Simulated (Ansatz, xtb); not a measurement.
# Isomers of C4H9FO in order of energy

8 gas-phase structures of C4H9FO, from a drawn sample of its isomers (lower ones may exist). Each was relaxed with GFN2-xTB; where two conformers were screened, the lower at r2SCAN-D4/def2-SVP is listed:

A. `CC[C@H](F)OC`, a singlet
B. `CC[C@H](O)CF`, a singlet
C. `C[C@@H](O)[C@@H](C)F`, a singlet
D. `CC(C)OCF`, a singlet
E. `C[C@H](O)CCF`, a singlet
F. `CCCOCF`, a singlet
G. `C[C@H](F)CCO`, a singlet
H. `COC(C)(C)F`, a singlet

**Question.** Make a reasoned guess at their ranking by r2SCAN-D4/def2-SVP single-point energy.

**Answer.** Calculated order at r2SCAN-D4/def2-SVP: H (0.0), C (1.8), A (16.2), D (20.0), G (20.7), E (24.7), B (24.9), F (33.8) kJ/mol. Less than 1 kcal/mol parts H and C; A and D; D and G; G and E; E and B, so the order within those pairs means little. CCSD(T)/def2-SVP + ΔMP2/def2-TZVPP after further relaxation puts C lowest instead.

Energies above the lowest of each column, in kJ/mol; the last columns are at B3LYP-D3(BJ)/def2-SVP geometries and were run for some of them only (a dash: not run or not comparable):

```json
{"structure": "H", "GFN2-xTB": "0.0", "HF/STO-3G": "0.0", "r2SCAN-D4/def2-SVP": "0.0", "B3LYP-D3(BJ)/def2-SVP": "0.5", "CCSD(T)/def2-SVP + ΔMP2/def2-TZVPP": "10.5"}
{"structure": "C", "GFN2-xTB": "18.2", "HF/STO-3G": "36.6", "r2SCAN-D4/def2-SVP": "1.8", "B3LYP-D3(BJ)/def2-SVP": "0.0", "CCSD(T)/def2-SVP + ΔMP2/def2-TZVPP": "0.0"}
{"structure": "A", "GFN2-xTB": "11.1", "HF/STO-3G": "9.1", "r2SCAN-D4/def2-SVP": "16.2", "B3LYP-D3(BJ)/def2-SVP": "12.5", "CCSD(T)/def2-SVP + ΔMP2/def2-TZVPP": "25.0"}
{"structure": "D", "GFN2-xTB": "11.3", "HF/STO-3G": "18.4", "r2SCAN-D4/def2-SVP": "20.0", "B3LYP-D3(BJ)/def2-SVP": "16.1", "CCSD(T)/def2-SVP + ΔMP2/def2-TZVPP": "26.2"}
{"structure": "G", "GFN2-xTB": "27.4", "HF/STO-3G": "45.2", "r2SCAN-D4/def2-SVP": "20.7", "B3LYP-D3(BJ)/def2-SVP": "15.9", "CCSD(T)/def2-SVP + ΔMP2/def2-TZVPP": "16.9"}
{"structure": "E", "GFN2-xTB": "26.1", "HF/STO-3G": "44.6", "r2SCAN-D4/def2-SVP": "24.7", "B3LYP-D3(BJ)/def2-SVP": "19.5", "CCSD(T)/def2-SVP + ΔMP2/def2-TZVPP": "–"}
{"structure": "B", "GFN2-xTB": "26.1", "HF/STO-3G": "44.9", "r2SCAN-D4/def2-SVP": "24.9", "B3LYP-D3(BJ)/def2-SVP": "–", "CCSD(T)/def2-SVP + ΔMP2/def2-TZVPP": "–"}
{"structure": "F", "GFN2-xTB": "22.5", "HF/STO-3G": "21.0", "r2SCAN-D4/def2-SVP": "33.8", "B3LYP-D3(BJ)/def2-SVP": "–", "CCSD(T)/def2-SVP + ΔMP2/def2-TZVPP": "–"}
```

CCSD(T)/def2-SVP + ΔMP2/def2-TZVPP puts C lowest of those it was run on; GFN2-xTB picks H, HF/STO-3G picks H, r2SCAN-D4/def2-SVP picks H. CCSD(T)/def2-SVP + ΔMP2/def2-TZVPP orders those it was run on as C (0.0), H (10.5), G (16.9), A (25.0), D (26.2) kJ/mol. Less than 1 kcal/mol parts A and D, so the order within that pair means little. Flexible structures stand in one conformer each, not always the lowest. Frequencies (GFN2-xTB) were run for A, C, D, G, H alone. ΔMP2 is the change of the MP2 energy from the smaller to the larger basis.

Over these structures GFN2-xTB departs from r2SCAN-D4/def2-SVP by 6.3 kJ/mol on average once a common shift is removed. A GFN2-xTB relaxation took about 0.062 s and the r2SCAN-D4/def2-SVP energy about 2.3 s on a shared host (Ansatz 0.2.0, xtb 6.7.1).
